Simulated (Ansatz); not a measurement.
# CH4AlN (SMILES [CH2]1[NH][AlH]1): functionals against CCSD(T) at one geometry

How do the functionals fare away from a minimum? The structure is a structure displaced at random from a GFN2-xTB minimum.

Computed with Ansatz 0.2.0, Gaussian basis. Level: single points in def2-TZVPP.

Correlated methods freeze the cores.

## Step 1: Starting geometry

7 atoms, charge 0, spin multiplicity 1.

Atoms are counted from 1 here; the program's logs count them from 0.

Bond lengths: C1–N2 1.580 Å, C1–Al3 1.791 Å, C1–H4 1.339 Å, C1–H5 1.070 Å, N2–Al3 1.546 Å, N2–H6 0.974 Å, Al3–H7 1.470 Å. Angles: N2–C1–Al3 54.2°, N2–C1–H4 105.1°, N2–C1–H5 114.6°, Al3–C1–H4 127.6°, Al3–C1–H5 123.0°, H4–C1–H5 109.4°, C1–N2–Al3 69.9°, C1–N2–H6 106.8°, Al3–N2–H6 176.5°, C1–Al3–N2 55.9°, C1–Al3–H7 149.9°, N2–Al3–H7 153.7°.

Geometry (Å):

```xyz
7
charge 0, multiplicity 1
C    -0.4655    0.0079   -0.5979
N    -0.0923    0.4092    0.8837
Al    1.0753   -0.3684    0.2335
H    -1.6278   -0.6490   -0.5000
H    -0.5799    0.8346   -1.2683
H    -0.8629    0.8771    1.2515
H     2.3712   -1.0621    0.2561
```

## Step 2: CCSD(T)/def2-TZVPP

File run/in.yaml:

```yaml
crystal:
  periodic: [false, false, false]
  atoms:
    - {symbol: C, position_ang: [-0.465500, 0.007900, -0.597900]}
    - {symbol: N, position_ang: [-0.092300, 0.409200, 0.883700]}
    - {symbol: Al, position_ang: [1.075300, -0.368400, 0.233500]}
    - {symbol: H, position_ang: [-1.627800, -0.649000, -0.500000]}
    - {symbol: H, position_ang: [-0.579900, 0.834600, -1.268300]}
    - {symbol: H, position_ang: [-0.862900, 0.877100, 1.251500]}
    - {symbol: H, position_ang: [2.371200, -1.062100, 0.256100]}
basis:
  gaussian: {orbitals: def2-TZVPP}
correlation: {method: ccsd_t}
output: {forces: true}
```

No record of the launch command was kept for these runs.

## Step 3: PBE0-D4/def2-TZVPP

Changes to run/in.yaml since step 2:

```diff
@@ -12,3 +12,3 @@
   gaussian: {orbitals: def2-TZVPP}
-correlation: {method: ccsd_t}
-output: {forces: true}
+hamiltonian: {xc: pbe0, dispersion: d4}
+output: {forces: true, orbitals: {seedname: orbitals}}
```

## Step 4: wB97M-V/def2-TZVPP

Changes to run/in.yaml since step 3:

```diff
@@ -12,3 +12,3 @@
   gaussian: {orbitals: def2-TZVPP}
-hamiltonian: {xc: pbe0, dispersion: d4}
-output: {forces: true, orbitals: {seedname: orbitals}}
+hamiltonian: {xc: {name: wB97M-V}}
+output: {forces: true}
```

## Step 5: r2SCAN-D4/def2-TZVPP

Changes to run/in.yaml since step 4:

```diff
@@ -12,3 +12,3 @@
   gaussian: {orbitals: def2-TZVPP}
-hamiltonian: {xc: {name: wB97M-V}}
+hamiltonian: {xc: r2scan, dispersion: d4}
 output: {forces: true}
```

## Step 6: PBE-D4/def2-TZVPP

Changes to run/in.yaml since step 5:

```diff
@@ -12,3 +12,3 @@
   gaussian: {orbitals: def2-TZVPP}
-hamiltonian: {xc: r2scan, dispersion: d4}
+hamiltonian: {xc: pbe, dispersion: d4}
 output: {forces: true}
```

## Step 7: r2SCAN0-D4/def2-TZVPP

Changes to run/in.yaml since step 6:

```diff
@@ -12,3 +12,3 @@
   gaussian: {orbitals: def2-TZVPP}
-hamiltonian: {xc: pbe, dispersion: d4}
+hamiltonian: {xc: {name: r2SCAN0}, dispersion: d4}
 output: {forces: true}
```

## Step 8: CAM-B3LYP-D4/def2-TZVPP

Changes to run/in.yaml since step 7:

```diff
@@ -12,3 +12,3 @@
   gaussian: {orbitals: def2-TZVPP}
-hamiltonian: {xc: {name: r2SCAN0}, dispersion: d4}
+hamiltonian: {xc: {name: CAM-B3LYP}, dispersion: d4}
 output: {forces: true}
```

(Steps that only read results are left out.)

Q: Predict the outcome of this session. Wanted: energy less free atoms, CCSD(T)/def2-TZVPP; RMS force component; RMS force error; HOMO and LUMO, PBE0-D4; T1 diagnostic.

The runs gave:

| quantity | value |
| --- | --- |
| energy less free atoms, CCSD(T)/def2-TZVPP | -2017.3 kJ/mol |
| RMS force component | 2.536 to 2.703 eV/Å over the methods |
| RMS force error | PBE0-D4 0.229, wB97M-V 0.154, r2SCAN-D4 0.155, PBE-D4 0.180, r2SCAN0-D4 0.250, CAM-B3LYP-D4 0.241 eV/Å |
| HOMO and LUMO, PBE0-D4 | -6.74 and -0.47 eV |
| T1 diagnostic | 0.013 |

Against CCSD(T) the functionals' energies less atoms differ by -123.8 to -37.9 kJ/mol, PBE-D4 by -123.8 kJ/mol. CCSD(T) in triple zeta still lacks some correlation energy of the bonds, so part of these gaps is its own basis error and they don't rank the functionals. For forces wB97M-V does best and r2SCAN0-D4 worst. Frozen-core CCSD(T) forces in triple zeta carry basis errors of their own, and this is one geometry, so small gaps rank nothing.
